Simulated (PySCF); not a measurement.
# Cl₂: structure of the singlet

Aim: relax Cl₂ as a singlet from a linear start, check by its vibrations whether the end is a minimum, and collect its spectrum and constants.

Method: PBE0, basis Cl def2-TZVP, no relativity, density fitting; program: PySCF 2.14.0.

**1. Starting geometry**

2 atoms, charge 0, spin multiplicity 1.

Bond lengths: Cl1–Cl2 2.079 Å.

```xyz
2
charge 0 multiplicity 1
Cl    0.0000    0.0000    0.0000
Cl    0.0000    0.0000    2.0790
```

**2. First SCF at the start**

The steps below are one call of a driver around PySCF. For each, scf.py gives the equivalent set-up of the SCF; relaxations use the driver's own optimiser. After this first run the driver tries any further starts and a stability analysis.

File scf.py:

```python
from pyscf import gto, scf, dft
mol = gto.M(atom='''
Cl     0.000000     0.000000     0.000000
Cl     0.000000     0.000000     2.079000''',
    basis={'Cl': 'def2-TZVP'},
    charge=0, spin=0)
mf = dft.RKS(mol, xc='PBE0')
mf.grids.atom_grid = (50, 194)
aux = {'Cl': 'def2-universal-JKFIT'}
mf = mf.density_fit(auxbasis=aux)
mf.conv_tol = 1e-08
mf.diis_space = 10
mf.max_cycle = 60
mf.init_guess = 'minao'
mf.verbose = 4
mf.kernel()
```

Run with:

```
$ OMP_NUM_THREADS=1 python axn.py task.json out
```

Further steps of the session: Relaxing the singlet from the linear start; Frequencies.

**Question.** What will these runs give? Wanted: minimum; geometry; wavenumbers; dipole moment; highest occupied, lowest empty level; polar-tensor charge of Cl1; zero-point energy; atomisation energy.

As calculated:

| quantity | value |
| --- | --- |
| minimum | singlet, D∞h |
| geometry | Cl–Cl 1.982 Å |
| wavenumbers (cm⁻¹) | 579 (σg+) |
| dipole moment | 0.00 D |
| highest occupied, lowest empty level | -8.65, -3.00 eV |
| polar-tensor charge of Cl1 | +0.00 e |
| zero-point energy | 3.5 kJ/mol |
| entropy at 298.15 K | 222.5 J/(mol K) |
| atomisation energy (no zero-point energy) | 248 kJ/mol |

What this shows: The molecule stays D∞h, as typed, and the end point is a minimum. Other starts or spin states, not run here, may lie lower.
